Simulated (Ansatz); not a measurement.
Relaxation of BFH₅N (8 atoms, charge 0, multiplicity 1), to a largest force component of 0.03 eV/Å in at most 50 steps.

Level of theory: RKS PBE/def2-SVP in Ansatz.

```xyz
8
Properties=species:S:1:pos:R:3:forces:R:3
B 0.062 0.427 -0.390 0.03 -0.42 -0.38
F 0.083 0.082 2.113 0.08 -0.35 0.39
N 1.321 0.067 -0.867 0.01 0.00 -0.01
H 1.527 -0.860 -1.241 0.01 0.00 0.00
H 2.137 0.677 -0.821 0.00 -0.01 0.00
H -0.878 -0.332 -0.503 0.01 -0.01 0.00
H -0.091 1.562 -0.011 -0.06 0.41 0.30
H -0.126 0.902 1.723 -0.08 0.37 -0.29
```

Q: Where does it end, and by what steps?

A: It converged. After 6 steps the energy has fallen by 0.060 eV; F2 moved furthest, 0.28 Å.

```
step  energy less start (eV)  largest force component (eV/Å)  accepted
   0                  0.0000                           0.418       yes
   1                 -0.0050                           1.453       yes
   2                 -0.0421                           0.625       yes
   3                 -0.0559                           0.297       yes
   4                 -0.0544                           0.195        no
   5                 -0.0597                           0.083       yes
   6                 -0.0601                           0.021       yes
```

```xyz
8
Properties=species:S:1:pos:R:3
B 0.052 0.381 -0.424
F 0.044 0.265 2.327
N 1.321 0.061 -0.892
H 1.528 -0.812 -1.381
H 2.142 0.650 -0.749
H -0.891 -0.355 -0.614
H -0.095 1.468 0.131
H -0.067 0.868 1.608
```

Whether the end is a true minimum wasn't checked by a vibrational analysis.

Time of the run: 9.6 s on 1 thread of Arm Neoverse V2, on a shared host, peak memory 0.13 GiB.
